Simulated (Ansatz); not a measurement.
Input file:

```yaml
crystal:
  periodic: [false, false, false]
  atoms:
    - {symbol: Ga, position_ang: [0.002338, -0.381761, 1.075731]}
    - {symbol: N, position_ang: [0.001457, -0.208691, -0.746069]}
    - {symbol: P, position_ang: [0.049478, -0.284868, -2.312424]}
    - {symbol: H, position_ang: [-0.053272, 0.875320, 1.982763]}
basis:
  gaussian: {orbitals: cc-pVDZ}
magnetization: {spin_polarized: false, initial_magnetization: 2}
correlation: {method: ccsd_t, electrons: outside_noble_gas}
```

```sh
$ ansatz run in.yaml --threads 1 --pin off --events-out ev --progress --plain --max-ram 2393MiB
```

Q: Roughly how long does this take on 1 thread of Arm Neoverse V2, shared host, and how much host memory?

A: 18 s wall and 0.17 GiB.

```
694 factors; integrals over basis functions are off by at most 9.1e-4 eV
mean field evaluation 1: about -63097.9650 eV, gradient 3.0e1 eV
mean field evaluation 2: about -63097.9756 eV, gradient 3.0e1 eV
mean field evaluation 4: about -63100.9527 eV, gradient 4.3e0 eV
mean field evaluation 8: about -63101.1532 eV, gradient 2.5e-1 eV
mean field evaluation 16: about -63098.0986 eV, gradient 3.2e1 eV
mean field evaluation 32: about -63101.0241 eV, gradient 4.1e0 eV
mean field evaluation 64: about -63100.8165 eV, gradient 9.9e-3 eV
mean field evaluation 96: about -63099.0008 eV, gradient 5.4e0 eV
mean field evaluation 128: about -63095.7764 eV, gradient 1.8e-2 eV
mean field evaluation 160: about -63096.5951 eV, gradient 1.3e1 eV
mean field evaluation 192: about -63100.8165 eV, gradient 2.4e-2 eV
mean field evaluation 224: about -63097.0931 eV, gradient 7.9e0 eV
mean field evaluation 256: about -63098.0658 eV, gradient 2.4e-1 eV
mean field evaluation 288: about -63096.6400 eV, gradient 4.7e-3 eV
mean field evaluation 320: about -63096.3663 eV, gradient 2.4e0 eV
mean field evaluation 352: about -63097.0429 eV, gradient 6.5e-2 eV
mean field evaluation 384: about -63096.1173 eV, gradient 1.8e-2 eV
mean field -63101.15511884 eV, -2318.9246791183 hartree, gradient 2.8e-6 eV, S^2 2.000000; 8 other end points of the search recorded, 0 dependent functions left out
mean field evaluation 416: about -63101.5330 eV, gradient 1.4e-4 eV
mean field evaluation 448: about -63101.2775 eV, gradient 2.7e-1 eV
determinant -63101.15511884 eV, -2318.9246791183 hartree, with singles and doubles -63110.44987750 eV, -2319.2662551988 hartree
determinant -63100.81647653 eV, -2318.9122342428 hartree, with singles and doubles -63109.93983999 eV, -2319.2475116662 hartree
determinant -63098.06712833 eV, -2318.8111975600 hartree, with singles and doubles -63107.44940372 eV, -2319.1559898211 hartree
determinant -63101.15511884 eV, -2318.9246791183 hartree, with singles and doubles -63110.45117905 eV, -2319.2663030300 hartree
determinant -63100.81647653 eV, -2318.9122342428 hartree, with singles and doubles -63109.93929150 eV, -2319.2474915093 hartree
20 core orbitals not correlated: weight in the atoms' cores, before any rotation towards them, 0.950 or more for the frozen orbitals, at most 0.049 for the correlated occupied ones
reference -63101.15511884 eV, -2318.9246791183 hartree; 8, 6 occupied and 36, 38 virtual orbitals, 694 factors
second order -8.64244712 eV of doubles, -0.09225529 eV of singles
cycle   1  -9.29606455 eV  change   -4.3e-6 eV  update   3.3e-6
perturbative correction -0.43858892 eV, -0.0161178455 hartree
Total energy: -63110.88977231 eV, -2319.2824210349 hartree
```
